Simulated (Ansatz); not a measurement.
A calculation with Ansatz (development build ahead of 0.2.0).

```yaml
crystal:
  periodic: [false, false, false]
  atoms:
    - { symbol: C, position_ang: [-0.00618, -0.66769, -0.66541] }
    - { symbol: C, position_ang: [0.00587, -0.66599, 0.66326] }
    - { symbol: C, position_ang: [0.00094, 0.52947, -1.58669] }
    - { symbol: C, position_ang: [0.00653, 0.52709, 1.58653] }
    - { symbol: H, position_ang: [0.00359, -1.64452, -1.15947] }
    - { symbol: H, position_ang: [-0.00348, -1.63462, 1.17528] }
    - { symbol: H, position_ang: [0.00861, 1.48349, -1.04703] }
    - { symbol: H, position_ang: [0.88027, 0.51422, -2.24582] }
    - { symbol: H, position_ang: [-0.87602, 0.50168, -2.25384] }
    - { symbol: H, position_ang: [0.00817, 1.48353, 1.04574] }
    - { symbol: H, position_ang: [-0.8799, 0.5037, 2.25647] }
    - { symbol: H, position_ang: [0.88789, 0.51283, 2.24868] }
basis:
  gaussian: { orbitals: def2-TZVP }
hamiltonian:
  xc: hf
```

The input is written out in the form of the current development build from the run's settings.

The run gave:

```json
{"Converged": "yes", "Total energy": "-156.16545 hartree", "Spin squared of the determinant": "0.000"}
```
